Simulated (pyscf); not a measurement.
Thermochemistry of product channels of SeH• + H₂C=CH₂ on the doublet surface, in kcal/mol, from CCSD(T)/def2-TZVPP + ΔMP2(QZVPP) energies (ideal gas, 1 atm, RRHO with modes under 100 cm⁻¹ raised to 100, one conformer, R ln 2 for chiral ones without a mode under 150 cm⁻¹). Optimised with ωB97X-D3(BJ)/def2-SVP in PySCF. MP2 and CC: frozen core, UHF for open shells. ΔMP2 is the change of the MP2 total energy from the triple- to the quadruple-zeta basis.

```tsv
products	ΔE	ΔH(298 K)	ΔG(298 K)	ΔG(900 K)
•H₂C–CH₂–SeH	-3.9	-3.1	+5.0	___
H₃C–CH₂–Se•	___	-22.8	-13.5	+5.2
```

### Question
Fill in the missing entries.

### Answer

- •H₂C–CH₂–SeH, ΔG(900 K): +20.4
- H₃C–CH₂–Se•, ΔE: -26.6

The channel to H₃C–CH₂–Se• turns unfavourable between 298 and 1200 K (ΔG from -13.5 kcal/mol to +14.4 kcal/mol).

These are energies of the channels, which say nothing of barriers. The CCSD(T) − MP2 part came from Ansatz, without density fitting, on the same reference. The frozen core leaves the outer d or s,p core shells of the metals and heavy elements correlated in the MP2 and CC values, and def2-TZVPP describes them poorly, which can shift differences by a few kcal/mol. Left out: orbital degeneracy and the spin-orbit lowering of SeH, which is large for Br, Se, Te and I. Elements up to Kr have no core potential and no relativistic terms here.
